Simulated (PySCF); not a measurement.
Species: 2-chloroethyl ethyl ether, C4H9ClO.
Structure used (GFN2-xTB), in Å, numbered top down from 1:
```xyz
15
C4H9ClO angstrom
C     -2.1269    0.1305   -0.4176
C     -1.0942   -0.9915   -0.3432
O      0.2148   -0.5909   -0.6930
C      0.8420    0.2531    0.2440
C      2.2916    0.4033   -0.1920
Cl     3.1608    1.4551    0.9420
H     -3.1210   -0.2828   -0.2729
H     -1.9503    0.8789    0.3509
H     -2.0814    0.6100   -1.3921
H     -1.3405   -1.7717   -1.0677
H     -1.0937   -1.4336    0.6647
H      0.3628    1.2415    0.2752
H      0.7929   -0.1879    1.2516
H      2.7921   -0.5640   -0.2032
H      2.3465    0.8582   -1.1802
```

Computed at PBE0/pcSseg-1 (PySCF, non-relativistic), with Q(17O) = −0.0256 b, Q(35Cl) = −0.0817 b: O3, 17O (I = 5/2): χzz = 12.14 MHz, η = 0.997; Cl6, 35Cl (I = 3/2): χzz = -75.76 MHz, η = 0.030.

(1) Where would the pure quadrupole (NQR) lines of 17O at O3 fall for the rigid, isolated species?

(2) Find the zero-field quadrupole resonance frequencies of 35Cl at Cl6.

(3) Apply the simplest Townes–Dailey estimate (no s hybridisation, no π bonding), ionic character = 1 − χzz/χ0, where χ0 is the coupling for one missing p electron along the bond: −109.74 MHz for 35Cl.

Results:

(1) From the eigenvalues of H = χ/[4I(2I − 1)] × [3Iz² − I(I + 1) + η(Ix² − Iy²)], steps between neighbouring levels, labelled as for η = 0: ±1/2↔±3/2 3.207 MHz, ±3/2↔±5/2 3.214 MHz (ether oxygen).

(2) From ν = (|χ|/2)√(1 + η²/3): ν = 37.89 MHz (alkyl chlorine). For 37Cl the ratio of quadrupole moments, 0.7881, gives 29.86 MHz.

(3) Cl6 on C5: 1 − (-75.76)/(-109.74) = 0.31. In this model a purely covalent bond gives χ0 and a free halide ion gives zero; s hybridisation or π bonding, where present, is counted here as ionic character.

In a crystal, neighbours and librations shift these lines. GFN2-xTB bond lengths can be off by several hundredths of an ångström, more for odd bonds, and the gradients follow them. A larger basis could move these couplings by a tenth or more.

One conformer stands for the species.
